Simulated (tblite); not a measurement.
Species: CH₆NP.
InChI=1S/CH6NP/c1-2-3/h1,3H3

Computed with GFN2-xTB (tblite): harmonic, unscaled wavenumbers at the GFN2-xTB geometry, gas phase. The method is semi-empirical: single wavenumbers can be off by several per cent or more. Modes of hydrogen on phosphorus can be 10 to 20 % off.

Harmonic wavenumbers (cm⁻¹): 143.7, 228.0, 244.2, 657.0, 768.5, 894.1, 991.7, 1058.6, 1085.7, 1114.3, 1140.2, 1331.8, 1420.3, 1488.1, 1489.6, 2158.3, 2211.2, 2463.7, 2929.9, 2946.5, 2997.3.

A = 40567, B = 5513, C = 5238 MHz; mass 63.024 u (most abundant isotopes); point group Cs, symmetry number 1.

Q: Zero-point energy?

A: ½Σν̃ = 14881 cm⁻¹ = 42.55 kcal/mol.

Q: Give the ideal-gas entropy at 200 K and 1 bar in the rigid-rotor, harmonic-oscillator model (classical rotation).

A: Translation 36.38, rotation 21.94, vibration 4.54: S = 62.9 cal/(mol K).

Q: And Cp and H(200 K) − H(0)?

A: Cp = 13.98 cal/(mol K), of which vibrations give 6.03 (their classical limit is 21 R = 41.7); H(200 K) − H(0) = 2.16 kcal/mol without the zero-point energy, 0.57 from vibrations.

Q: Which modes carry the vibrational entropy at 200 K?

A: 143.7 cm⁻¹: 2.01; 228.0 cm⁻¹: 1.21; 244.2 cm⁻¹: 1.10; 657.0 cm⁻¹: 0.10; 768.5 cm⁻¹: 0.05; 894.1 cm⁻¹: 0.02 cal/(mol K); the other 15 give 0.04 together.

Q: Blend soft modes into free rotors: weight 1/[1 + (100 cm⁻¹/ν̃)⁴] for the oscillator and the rest for a rotor with moment μB/(μ + B), μ = h/(8π²ν), B = 10⁻⁴⁴ kg m². What vibrational entropy results?

A: 4.59 cal/(mol K) in place of 4.54, which changes −T·S at 200 K by -0.01 kcal/mol.

Q: What must be added to the electronic energy to get the Gibbs energy at 200 K and 1 bar?

A: ZPE + [H(200 K) − H(0)] − T·S = 42.55 + 2.16 − 12.57 = 32.14 kcal/mol.

Q: How do the functions run with temperature in this model?

A: 
```
 T (K)  S (cal/(mol K))  Cp (cal/(mol K))  H − H(0) (kcal/mol)  G − H(0) (kcal/mol)  ln q(vib)
    50             47.5               8.7                 0.41                -1.97       0.02
   100             54.3              11.0                 0.90                -4.53       0.20
298.15             69.1              17.5                 3.69               -16.90       1.58
373.15             73.3              20.5                 5.11               -22.24       2.15
   500             80.0              25.2                 8.02               -31.97       3.16
   750             91.6              32.4                15.27               -53.46       5.23
  1000            101.7              37.2                24.01               -77.66       7.29
```

q(vib) and H(0) count from the zero-point level.

Hindered rotation and anharmonicity are outside this model.

Run on one thread of an Arm Neoverse N1, on a shared host. This covers the Hessian and the dipole derivatives.
